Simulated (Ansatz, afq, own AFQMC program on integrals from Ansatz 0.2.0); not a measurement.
# H₂Cl, doublet: AFQMC among the cluster methods

```csv
atom,x (Å),y (Å),z (Å)
H,0.0000,0.0000,-1.1273
H,0.0000,0.0000,-0.1563
Cl,0.0000,0.0000,1.2837
```

Basis cc-pVTZ. Noble-gas cores (and the filled d shells of Ga–Kr and In–Xe) are frozen. AFQMC by an in-house program on the Cholesky factors that Ansatz 0.2.0 writes for its CCSD(T) run. The CISD trial takes its coefficients from CCSD amplitudes. Released means that phaseless walkers are propagated on without the constraint, phases kept. ± is one standard error of the sampling.

Determinant: UHF, the one that the program's search chose, which needn't be the lowest solution. The geometry is a point of a scan.

No full CI on the walks' own integrals is used here; CCSDT(Q) serves as the reference and is uncertain by about the last step of the cluster series.

- T1 diagnostic: 0.0142
- weight of the determinant in the CISD state: 0.906
- ⟨S²⟩ of the determinant: 0.789
- size of the correlated space: 9 electrons in 57 orbitals

```tsv
level	correlation energy (eV)
MP2	-5.7199
CCSD	-6.4096
CCSD(T)	-6.6394
```

Estimate where AFQMC with the constraint released lies against CCSD(T) on the same integrals.

3.0 ± 0.3 kJ/mol below CCSD(T).

Reference: CCSDT(Q), correlation energy -6.668 eV. The released energy is read at 2.40 1/Eh (meV from the phaseless value at times in 1/Eh: 0.3 ± 2.3 at 0.24, -1 ± 3 at 0.51, -10 ± 3 at 0.99, -9.4 ± 2.1 at 1.62, -6 ± 3 at 2.40).

| level | E − E(reference) (kJ/mol) | share of correlation (%) |
| --- | --- | --- |
| CCSD(T) | 2.7 | 99.58 |
| CCSDT | 0.9 | 99.86 |
| ph-AFQMC/CISD | 0.4 ± 0.3 | 99.95 |
| released AFQMC | -0.3 ± 0.3 | 100.04 |

A walk keeps the symmetry of its determinant, which the program's search chose and which needn't be the lowest solution, so a lower state of the same spin and another symmetry isn't excluded. Released energies are given only where the last usable release times agree within the noise; a slower fall can still hide under it.
